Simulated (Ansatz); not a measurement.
**Relaxing AlC₃**

Method: DFT PBE, scalar-relativistic, plane waves, PAW (Ansatz 0.2.0). Cutoff 420 eV, Γ-centred k mesh, Gaussian smearing, no spin polarisation in the final step.

AlC₃ was placed on the Cu3Au (L1_2) structure type (Pm-3m, No. 221), with Al in place of Au, C in place of Cu, at a guessed volume.

```xyz
4
Lattice="3.3289 0.0000 0.0000 0.0000 3.3289 0.0000 0.0000 0.0000 3.3289" Properties=species:S:1:pos:R:3 pbc="T T T"
Al    0.0000    0.0000    0.0000
C     0.0000    1.6644    1.6644
C     1.6644    0.0000    1.6644
C     1.6644    1.6644    0.0000
```

Cell and atoms relax at zero pressure; the relaxation can't lower the symmetry of the start. After a coarse first stage the cell is made exact in the group found at 0.06 Å.

Formation energies are uncorrected and refer to the elements' standard structures at the same level.

(1) Describe the relaxed structure.

(2) What are its volume, energy, density and gap?

## Answers

(1) It keeps Pm-3m (No. 221). The result has the Cu3Au (L1_2) structure. Conventional cell: a = 3.208 Å. Al has 12 C at 2.27 Å; C has 4 Al at 2.27 Å and 8 C at 2.27 Å.

```cif
data_structure
_symmetry_space_group_name_H-M 'Pm-3m'
_symmetry_Int_Tables_number 221
_cell_length_a 3.2084
_cell_length_b 3.2084
_cell_length_c 3.2084
_cell_angle_alpha 90.000
_cell_angle_beta 90.000
_cell_angle_gamma 90.000
_cell_volume 33.03
loop_
_atom_site_label
_atom_site_type_symbol
_atom_site_symmetry_multiplicity
_atom_site_Wyckoff_symbol
_atom_site_fract_x
_atom_site_fract_y
_atom_site_fract_z
_atom_site_occupancy
Al1 Al 1 a 0.00000 0.00000 0.00000 1
C1 C 3 c 0.00000 0.50000 0.50000 1
```

(2) The volume per atom is 8.26 Å³, the density is 3.17 g/cm³ and the energy over the elements is 2.72 eV/atom. The gap on the 14×14×14 mesh is 0 eV (a metal).

The final run used a 14×14×14 mesh on its 4-atom cell and 0.10 eV smearing. The k mesh leaves about 4 meV/atom of noise in metals. Symmetry constrained the relaxation, so the result can be a saddle point.

Cost: 3 runs of about 0.29 core-minutes in all, on Arm Neoverse V2 (shared hosts).